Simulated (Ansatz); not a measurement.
```yaml
crystal:
  periodic: [false, false, false]
  atoms:
    - {symbol: Be, position_ang: [0.000000, 0.000000, 0.000000]}
    - {symbol: H, position_ang: [0.000000, 0.000000, 1.278756]}
    - {symbol: H, position_ang: [0.000000, 0.000000, -1.278756]}
basis:
  gaussian: {orbitals: def2-TZVP}
hamiltonian: {xc: pbe0}
relax: {f_tol: 0.004, max_steps: 80}
```

```sh
$ ansatz run in.yaml --threads 1 --pin off --events-out ev --progress --plain --max-ram 2176MiB
```

Steps of the relaxation (energy above the last step; positions in Å, forces in eV/Å):

```
3
step 1, 58.1 meV
Be    0.000    0.000    0.000    0.000    0.000    0.000
H     0.000    0.000    1.279    0.000    0.000    1.011
H     0.000    0.000   -1.279    0.000    0.000   -1.011
```

```
3
step 2, 5.8 meV
Be    0.000    0.000    0.000    0.000    0.000    0.000
H     0.000    0.000    1.319    0.000    0.000    0.301
H     0.000    0.000   -1.319    0.000    0.000   -0.301
```

```
3
step 3, 0.0 meV
Be    0.000    0.000    0.000    0.000    0.000    0.000
H     0.000    0.000    1.338    0.000    0.000    0.012
H     0.000    0.000   -1.338    0.000    0.000   -0.012
```

```
3
step 4, 0.0 meV
Be    0.000    0.000    0.000    0.000    0.000    0.000
H     0.000    0.000    1.339    0.000    0.000    0.000
H     0.000    0.000   -1.339    0.000    0.000    0.000
```

Close pairs at the end: Be1–H3 1.339 Å, Be1–H2 1.339 Å.

A stationary point of restricted PBE0 after 4 steps (its stability towards spin polarisation wasn't tested); no frequencies were run, so it isn't proven a minimum. 1.2 s on 1 thread of Arm Neoverse V1, shared host.
